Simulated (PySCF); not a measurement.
An unknown is described by computed data only.

Formula: C3H5FS.

| Quantity | Value |
| --- | --- |
| Triplet | lowest triplet excitation (Tamm–Dancoff): 4.61 eV [TDA CAM-B3LYP/def2-SVPD] |
| 13C NMR | chemical shifts (computed TMS as zero) by class: 88.5 (1 C), 36.5 (1 C), 17.8 (1 C) ppm [GIAO PBE0/pcSseg-1] |
| NMR, other nuclei | isotropic shieldings of nuclei other than C and H, by class: 383 (1 F), 632 (1 S) ppm [GIAO PBE0/pcSseg-1] |
| 1H NMR | chemical shifts (computed TMS as zero) by class: 5.81 (1 H), 2.60 (1 H), 1.53 (3 H) ppm [GIAO PBE0/pcSseg-1] |
| Polarisability | 56.6 au [CAM-B3LYP/def2-SVPD] |
| Rotational structure | rotational constants A, B, C: 4.825, 4.345, 2.719 GHz [PBE0-D3(BJ)/def2-SVP] |
| UV, strongest line | among the 10 lowest singlet transitions: S8 at 8.13 eV (152 nm, f = 0.056) [TDDFT CAM-B3LYP/def2-SVPD] |
| Valence photoelectron | vertical ionisation energy: 9.39 eV [ΔSCF CAM-B3LYP/def2-SVPD] |
| Dipole | 2.13 D [CAM-B3LYP/def2-SVPD] |
| UV, first state | lowest singlet excitation: 5.04 eV (246 nm, f = 0.000) [TDDFT CAM-B3LYP/def2-SVPD] |

The electronic properties come from PySCF, for the isolated species, density fitting. Levels stand in brackets. Geometry: PBE0-D3(BJ)/def2-SVP; no solvent, vibrations or thermal averaging. NMR classes are plain means over equivalent atoms (diastereotopic ones count apart unless rotation or inversion swaps them), as if these changed places fast.

Q: Propose a structure and show how it fits.

A: Numbering: `[CH3:1][C@@H:2]1[S:3][C@@H:4]1[F:5]`. Its formula, C3H5FS, gives 1 degree of unsaturation: 1 ring and 0 π bonds in the structure found. 3 carbons fall into 3 classes; from least to most shielded: sp3 C–F carbon [C4] (88.5 ppm), ring sp3 carbon bound to sulfur [C2] (36.5 ppm), methyl carbon [C1] (17.8 ppm). Hydrogen classes from least to most shielded: 1 H on an sp3 C–F carbon, C4 (5.81 ppm), 1 H on an sp3 carbon bound to sulfur, C2 (2.60 ppm), 3 H on a methyl carbon, C1 (1.53 ppm, a mean of values up to 0.8 ppm apart in this geometry). The other shieldings belong to: 383 ppm, alkyl fluorine [F5]; 632 ppm, sulfide sulfur [S3]. The first electron is taken from the HOMO, whose largest Löwdin shares are 0.74 on the sulfide sulfur, 0.09 on the sp3 carbon bound to sulfur and 0.07 on the sp3 C–F carbon. The optimised geometry has point group C1 and is an asymmetric top. Structure: `C[C@@H]1S[C@@H]1F`. Computed isomers that give other values at the same levels: `CS/C=C\F` (13C chemical shifts (computed TMS as zero) by class: 153.5 (1 C), 112.0 (1 C), 19.2 (1 C) ppm); `CS/C=C/F` (13C chemical shifts (computed TMS as zero) by class: 152.4 (1 C), 119.6 (1 C), 20.2 (1 C) ppm); `F[C@H]1CCS1` (13C chemical shifts (computed TMS as zero) by class: 95.4 (1 C), 39.9 (1 C), 20.4 (1 C) ppm). The assignments are read from this structure; whether some other isomer fits the data as well wasn't checked. The mirror image fits equally.
